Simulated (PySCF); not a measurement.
BF2, optimised at B3LYP/6-31G*:

```xyz
3

B      0.0063    -0.0417    -0.0270
F      0.5460     0.2649    -1.1870
F     -0.7838    -1.0862     0.0976
```

Energies from PySCF (xtb for GFN2), thermal terms from the rigid-rotor harmonic-oscillator model, ideal gas at 1 bar. 6-31G* has spherical d functions here. Open shells (unrestricted): BF2 (multiplicity 2). GFN2 has no spin-polarisation term. B3LYP is the form with VWN-RPA correlation.

Task: List the harmonic frequencies (cm⁻¹, unscaled) at this level and at the other levels, each on its own geometry.

Result: 
- B3LYP/6-31G*: 523, 1172, 1441
- GFN2-xTB: 477, 1195, 1253
- HF/6-31G*: 556, 1241, 1511
- PBE/def2-SVP: 511, 1139, 1417
- PBE0/def2-TZVP: 523, 1176, 1448
